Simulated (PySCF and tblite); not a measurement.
Values are calculated unless marked as measured or tabulated.
C₅H₆O, numbered as in [OH:1][C:2]1=[CH:3][CH2:4][CH:5]=[CH:6]1.

Geometries GFN2-xTB; weights from B3LYP-D3(BJ)/def2-SVP (IEF-PCM, methanol) energies and GFN2-xTB thermal corrections, with symmetry numbers and mirror pairs. Conformers within 2.5 kcal/mol (GFN2-xTB free energy) were kept, 6 at most. Codes: tblite and PySCF.

Torsions listed: H1–O1–C2–C3. The 5-ring runs over atoms 2–3–4–5–6.

```tsv
conformer	shape	symmetry	dipole D
1	5-ring flat; 180°	Cs	2.06
2	5-ring flat; 0°	Cs	1.68
```

Problem. Which of these conformers is the most populated at 298.15 K, and with what share?

Solution. Conformer 2, about 72 %.

Problem. Give the DFT energies and free energies relative to the lowest, and all weights.

Solution. 
| conformer | shape | E(DFT) kcal/mol | G(298.15 K) kcal/mol | weight % |
| --- | --- | --- | --- | --- |
| 1 | 5-ring flat; 180° | 0.76 | 0.57 | 27.6 |
| 2 | 5-ring flat; 0° | 0.00 | 0.00 | 72.4 |

Problem. How does its share change from 250 K to 350 K?

Solution. From 76 % to 69 %; the mixing entropy goes from 1.08 to 1.23 cal/(mol K).
